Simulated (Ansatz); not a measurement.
Eight cases of bond dissociation energy with Al to Br (electronic energies, kcal/mol), geometries: B3LYP-D3(BJ)/def2-TZVP. Functionals by Ansatz (a program for electronic structure) in def2-TZVPD; columns hold the difference against the high level (Ansatz, AFQMC by cisd_afqmc): A = CCSD(T)/CBS(cc-pV(T+d)Z,cc-pV(Q+d)Z) + [CCSDT(Q) - CCSD(T)]/cc-pV(D+d)Z + core + X2C; B = CCSD(T)/CBS(cc-pVQZ,cc-pV5Z) + [CCSDT(Q) - CCSD(T)]/cc-pVDZ; C = CCSD(T)/CBS(def2-TZVPP,def2-QZVPP) + [CCSDT(Q) - CCSD(T)]/def2-SVP. The cases were drawn at random from those of this class that have a high level and all functionals, leaving out states under which another spin lies or may lie. Left out are anions, K, Ca, elements past Kr, ionisation of Li, Na and Mg, pi-pi* triplets of linear molecules and other triplets made from a closed-shell parent. Runs that doubt their state, and full CI more than 15 mEh from coupled cluster, are set aside; a case stays where another high level and all functionals remain. AFQMC serves as high level only in triple zeta or larger, with a steady walk, a bar under 0.8 kcal/mol and agreement with other high levels or trials where they ran; where none ran, an unstable determinant or (outside 3d species) a high T1 diagnostic also bars it, so strongly correlated cases are thinned. No case was kept or dropped by the size of a functional's miss. Each difference is the functional minus the high level; affinities count positive where energy is released, gaps as the second state minus the first. UHF or UKS for unpaired electrons; spin-orbit terms are left out. Correlated methods leave the cores frozen (noble-gas shells, and filled d and f shells in the p block). Rows without X2C or -DK are non-relativistic. CBS(X,Y): correlation extrapolated as X^-3, Hartree-Fock from the larger set (Q,5: extrapolated as (X+1)exp(-9√X)). A bracket is a step between two methods taken in the basis named. Functionals run without relativity, which enters their misses. '+ core + X2C': CCSD(T) terms for core correlation (cc-pwCVTZ, 1s frozen past Ne) and scalar relativity (cc-pVTZ-DK). Where a partner has so few electrons that a lower coupled-cluster level is exact, that level stands in. Spin-orbit terms, left out, reach several kcal/mol for Br and I, and more for heavier atoms.

```
case                                                                                             level  value    PBE  r2SCAN  wB97M-V
-----------------------------------------------------------------------------------------------  -----  -----  -----  ------  -------
BSiH3F2 (SMILES FB(F)[SiH3]) → BSiH3F (SMILES F[B][SiH3], doublet) + F (doublet)                     A  172.3   -2.4    -5.8     -1.4
CH6OSi (SMILES CO[SiH3]) → SiH3 (SMILES [SiH3], doublet) + CH3O (SMILES C[O], doublet)               A  116.8  -11.4   -11.0     -2.5
CH6OSi (methoxysilane, SMILES CO[SiH3]) → CH5OSi (SMILES O(C)[SiH2], doublet) + H (doublet)          A   97.7   -7.6    -5.6     -0.3
SiH2BrCl (SMILES Cl[SiH2]Br) → SiH2Br (SMILES [SiH2]Br, doublet) + Cl (doublet)                      C  112.5   -4.6    -4.1      0.2
CH6OSi (methoxysilane, SMILES CO[SiH3]) → CH5OSi (SMILES O([CH2])[SiH3], doublet) + H (doublet)      A  104.7   -5.5    -6.0     -1.4
BH2SeCl (SMILES [SeH]BCl) → BHSeCl (SMILES Cl[B][SeH], doublet) + H (doublet)                        C  108.1   -5.4    -5.6      1.4
GeH3SeF (SMILES F[Se][GeH3]) → SeF (SMILES F[Se], doublet) + GeH3 (SMILES [GeH3], doublet)           B   69.1   -1.5    -2.0     -1.8
BP2H5 (SMILES PBP) → BP2H4 (SMILES P[B]P, doublet) + H (doublet)                                     A  104.9   -6.1    -6.1      0.4
```

Over these rows, PBE: mean -5.6, mean absolute 5.6, median absolute 5.4, largest -11.4; r2SCAN: mean -5.8, mean absolute 5.8, median absolute 5.7, largest -11.0; wB97M-V: mean -0.7, mean absolute 1.2, median absolute 1.4, largest -2.5 kcal/mol. PBE lies above in 0 and below in 8 of the eight.
